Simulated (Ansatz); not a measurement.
A made-up structure of SiNH5S, singlet:

N1  (-0.949, 0.764, -0.750)
Si2  (0.344, 0.218, 0.221)
S3  (0.562, -1.919, 0.117)
H4  (-1.877, 0.384, -0.666)
H5  (0.546, -0.099, 1.590)
H6  (0.140, 0.534, 1.657)
H7  (1.549, 0.916, -0.291)
H8  (1.005, -2.034, 1.380)
(Å)

It is relaxed with PBE-D4/def2-SVP and then PBE0-D4/def2-TZVP (Ansatz 0.2.0). Atoms count as bonded within 1.22 times the sum of their covalent radii (H–H: 0.88 Å). The end point is not checked to be a true minimum.

Question: Does its bonding change? (Judge from chemistry; the calculation decides.)

Answer: Computed: Yes. Formed: none; broken: Si2–H5, Si2–H6.

Where it ends: The first stage lowers the energy by 2.97 eV in 21 steps. It ends as a complex of SiNH₃S ([NH][SiH][SH]) + H₂:
```xyz
8
angstrom
N -0.9294 0.8054 -0.7817
Si 0.2879 -0.1327 -0.4035
S 0.3528 -2.1994 0.0314
H -1.8909 0.5113 -0.8665
H 0.2940 0.5461 2.9110
H -0.1184 0.9795 2.4627
H 1.6407 0.4466 -0.3221
H 1.6832 -2.1917 0.2264
```

Labels in which every atom is bracketed show which atoms are joined, not bond orders.

For scale, one of the runs: PBE0-D4/def2-TZVP relaxation, 135 basis functions, launched by `ansatz run in.yaml --threads 2 --pin off --events-out ev --progress --plain --max-ram 4352MiB`. Hardware: 2 CPU threads of an Arm Neoverse V1, shared host. Wall time about 2.2 min.
